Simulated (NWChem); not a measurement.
Correlation energy of C (-1)

```xyz
1

C      0.0000     0.0000     0.0000
```
Charge -1, spin multiplicity 4.

Program: NWChem.

Basis set: def2-SVPD. Each correlation energy counts from its own Hartree-Fock reference.

The correlated methods keep 1 core orbital frozen. The stability of the SCF solutions was not checked. Open-shell Hartree-Fock references start from PBE0 orbitals. No row is a measurement; the coupled-cluster row has its own basis-set and correlation limits.

| method | correlation energy (mHa) |
|---|---|
| UMP2 | ? |
| SCS-UMP2 | ? |
| CCSD on UHF | ? |
| CCSD[T] on UHF | -90.5 |
| CCSD(T) on UHF | -90.5 |
| CCSD on ROHF | ? |
| CCSD[T] on ROHF | -94.6 |
| CCSD(T) on ROHF | -94.6 |
| CCSDT on ROHF | -94.8 |

Problem. Fill in the missing entries.

Solution. 
- UMP2, correlation energy (mHa): -71.7
- SCS-UMP2, correlation energy (mHa): -66.9
- CCSD on UHF, correlation energy (mHa): -88.5
- CCSD on ROHF, correlation energy (mHa): -92.2
